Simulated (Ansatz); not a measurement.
The first iterations of a band of BH4N (6 atoms, charge 0, multiplicity 1).

All numbers below come from Ansatz 0.2.0, RKS PBE-D4/def2-SVP.

- movable images: 7
- climbing image: yes
- spring: 5.0 eV/Å²
- optimiser: quadratic models (default)
- start path: through a guess of the saddle point
- force threshold: 0.05 eV/Å
- iteration limit: 60
- end points: relaxed

Initial state:

```xyz
6
Properties=species:S:1:pos:R:3
B 0.434 0.016 0.108
N 0.724 -0.016 1.473
H 0.013 -0.138 2.195
H 1.668 0.080 1.849
H 1.346 0.166 -0.685
H -0.722 -0.107 -0.252
```

Final state:

```xyz
6
Properties=species:S:1:pos:R:3
B 0.071 0.366 -0.331
N 0.926 -0.143 1.002
H 0.548 -0.742 1.784
H 1.183 0.782 1.402
H 1.825 -0.539 0.697
H -1.089 0.277 0.133
```

| iteration | highest image above the first end (eV) | largest band force component (eV/Å) |
| --- | --- | --- |
| 1 | 6.527 | 8.900 |
| 2 | 5.033 | 5.259 |
| 3 | 4.796 | 5.970 |
| 4 | 4.723 | 1.269 |
| 5 | 4.624 | 1.628 |

Task: Does the band converge within its limit, and where does its top end?

Result: The forces met the threshold. It ended after 16 iterations with the highest image 4.686 eV above the first end. Beside the main top the profile has a ripple of under 15 meV (maxima at images 5, 7), which may be a very shallow well or noise. Neighbouring images differ by up to 1.8 eV, so the band resolves the path poorly. A vibrational analysis at the climbing image gives one clearly imaginary mode, 1153i cm⁻¹: a first-order saddle point. The orbitals stay closed-shell, which can raise the energy where a bond breaks towards radicals; this wasn't checked here.

Time of the run: 87 s on 1 thread of Arm Neoverse V1 (shared host), peak memory 0.094 GiB.
